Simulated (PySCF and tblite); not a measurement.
The numbers below are computed, except where a source is named.
cyclohexene, C6H10, numbered as in [CH:1]1=[CH:2][CH2:3][CH2:4][CH2:5][CH2:6]1.

Conformers came from 90 starts (ETKDG and KDG, MMFF94s, GFN2-xTB); geometries are PBE0-D3(BJ)/def2-SVP. Weights use B3LYP-D3(BJ)/def2-TZVP (IEF-PCM, chloroform) energies plus GFN2-xTB zero-point and thermal terms (modes under about 100 cm⁻¹ blended into free rotors). Symmetry numbers and mirror images are counted. Conformers within 3 kcal/mol (GFN2-xTB free energy) were kept, 8 at most. Couplings: B3LYP/pcSseg-1 with pcJ-1 on H (gas phase; spin-dipole term only for pairs with B, N, F, Si or P). Couplings are for ¹H; a prime marks the second kind of pair between the same two sets of atoms. Programs: PySCF with density fitting and tblite.

The 6-ring runs over atoms 1–2–3–4–5–6. Of a mirror pair one member is shown.

```json
{"conformer": "1", "shape": "6-ring half-chair (ring torsions 14, -44, 61, -44, 14, 2°)", "weight %": "100.0"}
```

Give the couplings in each conformer and the averages at 298.15 K (pairs that fast motion interchanges averaged).


```
  coupling  pairs      1  average (Hz)
 ³J(H1,H2)      1   11.3          11.3
 ⁴J(H1,H3)      4   -3.2          -3.2
 ³J(H1,H6)      4    4.5           4.5
 ²J(H3,H3)      2  -20.7         -20.7
 ³J(H3,H4)      4    6.3           6.3
³J(H3,H4′)      4    7.3           7.3
 ⁴J(H3,H5)      4   -0.6          -0.6
 ⁵J(H3,H6)      2    3.9           3.9
⁵J(H3,H6′)      2    3.8           3.8
 ²J(H4,H4)      2  -14.6         -14.6
 ³J(H4,H5)      2    9.7           9.7
³J(H4,H5′)      2    3.1           3.1
```
